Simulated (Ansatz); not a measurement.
Write a Python script for the Ansatz DFT code, driven from Python that makes a ranking of conformers of C3H7NO, SMILES CC(O)=CN. Settings (for the species named): Hartree-Fock, def2-SVP basis, multiplicity 1.

`c3h7no.py`:
```python
"""Conformer energies of C3H7NO."""

import ansatz as az
from rdkit import Chem
from rdkit.Chem import AllChem

rd = Chem.AddHs(Chem.MolFromSmiles("CC(O)=CN"))
ids = list(AllChem.EmbedMultipleConfs(rd, numConfs=20, randomSeed=739, pruneRmsThresh=0.4))
field = [energy for _, energy in AllChem.MMFFOptimizeMoleculeConfs(rd)]
distinct = {round(e, 2): i for i, e in zip(ids, field)}
chosen = sorted(distinct.items())[:3]
found = []
for force_field, index in chosen:
    molecule = az.Crystal.molecule()
    for atom, xyz in zip(rd.GetAtoms(), rd.GetConformer(index).GetPositions()):
        molecule = molecule.atom(atom.GetSymbol(), xyz.round(5).tolist())
    calc = molecule.calculation()
    calc = calc.basis(gaussian="def2-SVP").functional("hf")
    found.append(calc.run().report["free_energy_ev"])
print("conformer   MMFF (kcal/mol)   this level (eV)")
for (force_field, index), e in zip(chosen, found):
    print(f"{index:9d} {force_field - chosen[0][0]:17.2f} {(e - min(found)):17.3f}")
```

```console
$ python c3h7no.py
conformer   MMFF (kcal/mol)   this level (eV)
        0              0.00             0.000
        1              5.74             0.147
```

The settings weren't tested for convergence. The conformers keep their force-field geometries. Timing: 2.1 s on 1 thread of Arm Neoverse V1, on a shared host, peak memory 0.29 GiB.

(Lines on the test bed's own set-up are left out of the output.)
